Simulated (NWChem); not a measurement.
System: hydrogen peroxide (H₂O₂); SMILES OO

Program: NWChem. Pople sets run with spherical d functions. Structure relaxed at the PBE0/def2-SVP level. Static field.

Predict the results for PBE/6-31+G*. Quantities: isotropic polarisability (bohr³); anisotropy (bohr³).


```
Quantity                          Result
--------------------------------  ------
isotropic polarisability (bohr³)    12.4
anisotropy (bohr³)                   5.0
```
